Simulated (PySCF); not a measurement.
# MgSi: frontier orbitals

PBE0 at R = 2.549 Å; Mg def2-TZVP, Si def2-TZVP; no relativity (PySCF 2.14). State: ³Π (triplet), unpaired electrons σ ↑, π ↑, a second solution, started from another occupation. Only the outer orbitals are listed, counted within each symmetry.

| spin | orbital | occ. | ε (eV) | on Mg (%) | main shells (%) |
| --- | --- | --- | --- | --- | --- |
| α | 2π | 1 | -51.04 | 100 | 100 Mg p |
| α | 2π | 1 | -51.03 | 100 | 100 Mg p |
| α | 6σ | 1 | -50.98 | 100 | 100 Mg p |
| α | 7σ | 1 | -12.80 | 5 | 94 Si s |
| α | 8σ | 1 | -6.74 | 43 | 51 Si p, 42 Mg s |
| α | 3π | 1 | -5.70 | 9 | 91 Si p |
| α | 9σ | 1 | -4.35 | 70 | 43 Mg s, 31 Si p, 26 Mg p |
| α | 3π | 0 | -3.60 | 14 | 86 Si p, 12 Mg p |
| α | 4π | 0 | -0.73 | 93 | 91 Mg p |
| α | 4π | 0 | -0.65 | 89 | 86 Mg p, 9 Si p |
| β | 2π | 1 | -50.99 | 100 | 100 Mg p |
| β | 2π | 1 | -50.97 | 100 | 100 Mg p |
| β | 6σ | 1 | -50.86 | 100 | 100 Mg p |
| β | 7σ | 1 | -11.49 | 10 | 89 Si s |
| β | 8σ | 1 | -5.85 | 44 | 48 Si p, 42 Mg s |
| β | 3π | 0 | -3.23 | 16 | 84 Si p, 13 Mg p |
| β | 3π | 0 | -2.37 | 24 | 76 Si p, 20 Mg p |
| β | 9σ | 0 | -1.89 | 72 | 55 Mg s, 29 Si p, 17 Mg p |

**Question.** Which are the highest filled and the lowest empty level, where do they sit, and how wide is the gap?

**Answer.** Highest filled α 9σ at -4.35 eV (in %: 43 Mg s, 31 Si p, 26 Mg p); lowest empty α 3π at -3.60 eV (in %: 86 Si p, 12 Mg p); the gap at PBE0 is 0.75 eV.

* bond order (Mayer): 0.96
* ⟨S²⟩: 2.011
* charge on Mg (Mulliken, basis-dependent): 0.19
* charge on Mg (Löwdin, basis-dependent): -0.12
* dipole moment (positive dipole means Mg(−)Si(+)): -0.37 D
